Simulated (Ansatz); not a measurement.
# singlet NO2(+): levels of theory in one basis

```
atom   x (Å)   y (Å)    z (Å)
   O  0.0000  0.0000  -1.2075
   N  0.0000  0.0000   0.0000
   O  0.0000  0.0000   1.2075
```

Basis set: def2-SVP (spherical functions). Left uncorrelated: 3 orbitals. Charge 1, multiplicity 1.

Computed with Ansatz (development build ahead of 0.2.0); each method stands on the lowest determinant of its kind that the runs found.

```csv
method,E − E(RHF) (eV),<S²> of the determinant
RHF,0.00,–
UHF,-0.32,0.68
RHF-MP2,-17.11,–
UHF-MP2,-15.23,0.68
RHF-CCSD(T),-16.84,–
UHF-CCSD(T),-16.64,0.68
UHF-CCSDT(Q),-17.02,0.68
```

(1) What does RHF-CCSDT(Q) give on the same scale?

Answers

(1) -16.97 eV.

Caution for RHF, RHF-MP2, RHF-CCSD(T), RHF-CCSDT(Q): an unrestricted determinant lies well below. Caution for UHF, UHF-MP2, UHF-CCSD(T), UHF-CCSDT(Q): the unrestricted determinant is spin contaminated; the determinant may break the point group. Caution for UHF-MP2, UHF-CCSD(T): another reference gives a lower total. Caution for UHF-CCSD(T): the program doubts this total.
